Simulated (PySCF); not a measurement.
Consider difluoromethyl radical, `F[CH]F` (CHF2•, doublet). Atom numbers as in the mapped SMILES `[F:1][CH:2][F:3]`.

These are calculated values, ωB97X-D3(BJ)/ma-def2-TZVP in PySCF (grid level 2) at geometries from PBE0-D3(BJ)/def2-SVP. Thermal corrections: PBE0-D3(BJ)/def2-SVP frequencies, unscaled, ideal gas at 298.15 K and 1 bar, quasi-RRHO entropy.

Task: What are the vertical and the adiabatic ionisation energy for forming the singlet cation?

Result: 9.99 eV vertical and 8.79 eV adiabatic, the latter with zero-point energy.

Task: What oxidation potential follows in dichloromethane (IEF-PCM), given that Fc+/Fc comes at 4.70 V absolute with this functional and basis?

Result: In the gas phase ΔG of oxidation is 8.827 eV, and solvation is -6.9 kJ/mol for the parent and -282.7 kJ/mol for the product, so the absolute potential is 5.97 V, or 1.27 V against Fc+/Fc. Fc+/Fc in dichloromethane, 4.70 V, is ωB97X-D3(BJ)/ma-def2-TZVP on PBE0-D3(BJ)/def2-SVP structures with GFN2-xTB thermal terms. Benchmark calculations put it near 5.0 V in acetonitrile and DMSO, so it is about 0.3 V low, and the value against it can read up to that much too high. The solvent is electrostatics only, on gas-phase structures; the absolute scale refers to an electron at rest in vacuum.
